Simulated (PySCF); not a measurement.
**Vertical excitation energies**

Species: DMABN, C9H10N2.
SMILES: `c1(ccc(cc1)C#N)N(C)C`

Computed, not measured: PySCF 2.14.0, density-fitted response routines, TDDFT wB97X-D/def2-SVPD, vertical, gas phase, core orbitals frozen in the response. Isolated species at its PBE0-D3(BJ)/def2-SVP geometry, gas phase. Torsions of this conformer, `[CH3:1][N:2]([CH3:3])[c:4]1[cH:5][cH:6][c:7]([C:8]#[N:9])[cH:10][cH:11]1`: C1–N2–C4–C5 179°.

| state | E (eV) | ν̃ (cm⁻¹) | f | \|μ\| (D) | main configurations (H = HOMO, L = LUMO) |
| --- | --- | --- | --- | --- | --- |
| S1 | 4.65 | 37540 | 0.031 | 1.32 | H→L+1 (88%), H-1→L (11%) |
| S2 | 4.93 | 39730 | 0.563 | 5.49 | H→L (94%) |
| S3 | 5.90 | 47570 | 0.032 | 1.20 | H→L+2 (87%) |
| S4 | 6.28 | 50680 | 0.158 | 2.57 | H-1→L (78%), H→L+1 (11%), H-2→L+1 (9%) |
| S5 | 6.59 | 53130 | 0.0000 | 0.01 | H→L+5 (58%), H-2→L+5 (17%) |
| S6 | 6.79 | 54790 | 0.024 | 0.97 | H→L+4 (82%) |
| S7 | 6.80 | 54850 | 0.576 | 4.73 | H-1→L+1 (83%) |
| S8 | 6.85 | 55270 | 0.0002 | 0.09 | H→L+3 (80%) |
| S9 | 6.98 | 56310 | 0.0001 | 0.05 | H-3→L (83%) |
| S10 | 7.00 | 56490 | 0.0002 | 0.09 | H→L+6 (84%) |

Triplets, Tamm–Dancoff:

```csv
state,E (eV),λ (nm),"main configurations (H = HOMO, L = LUMO)"
T1,3.48,356.6,H→L (90%)
T2,3.95,313.6,H→L+1 (96%)
T3,4.65,266.9,H-1→L+1 (92%)
T4,5.13,241.7,H-1→L (95%)
```

The lowest singlet comes at 266 nm (449 kJ/mol) in the ultraviolet; it is of moderate strength; its leading configuration is HOMO→LUMO+1 (88%). The largest oscillator strength of a single state is 0.576. S6/S7 lie within about 0.01 eV of each other. Löwdin shares by element: HOMO carbon 32% or more, nitrogen 27% or more (atoms not listed hold the other 41%); LUMO carbon 41% or more, nitrogen 12% or more (atoms not listed hold the other 47%). The listed states span 2.35 eV, and the widest gap between neighbours is 0.97 eV (S2 to S3). The oscillator strengths of these states sum to 1.385; summed over the whole spectrum of an exact calculation they would give the number of electrons, 78 (Thomas–Reiche–Kuhn). Of the 10 states listed, 6 reach f = 0.01 and 4 stay under 0.0005. No computed singlet lies in the visible range (380 to 750 nm); the lowest, at 266 nm, stands 1.39 eV above its violet end (3.26 eV). The window holds the lowest 10 singlets.
